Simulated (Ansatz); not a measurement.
C2H6N2O can be A, `C/N=C(\N)O`, or B, `N=COCN`.

Calculated with Ansatz (gas phase, PBE0-D4/def2-TZVP geometries, no zero-point term in ΔE). CCSD(T)/CBS adds triple-zeta CCSD(T) − MP2 to the extrapolated MP2 energy (def2 sets, frozen cores). DFT in def2-TZVPP. B3LYP here is the variant with VWN-RPA as its local correlation; programs differ in this. Each species was taken in one conformer, which may not be the lowest.

Question: Which is lower in electronic energy at CCSD(T)/CBS, and by how much? (Estimate.)

Answer: Ansatz gave: A, by 77.6 kJ/mol.

Question: Give E(B) − E(A) in kJ/mol with r2SCAN-D4, ωB97M-V, PBE-D4, CCSD/def2-TZVPP, PBE0-D4, HF/def2-TZVPP, B3LYP-D4. (Best estimate.)

Answer: Computed: r2SCAN-D4 85.0, ωB97M-V 80.6, PBE-D4 81.1, CCSD/def2-TZVPP 76.9, PBE0-D4 86.1, HF/def2-TZVPP 79.7, B3LYP-D4 79.1. None reverses the order clearly.

Largest T1 diagnostic: 0.013.

From PBE to PBE0 (25 % exact exchange), in def2-TZVPP and without D4, E(B) − E(A) moves by +5.2 kJ/mol.
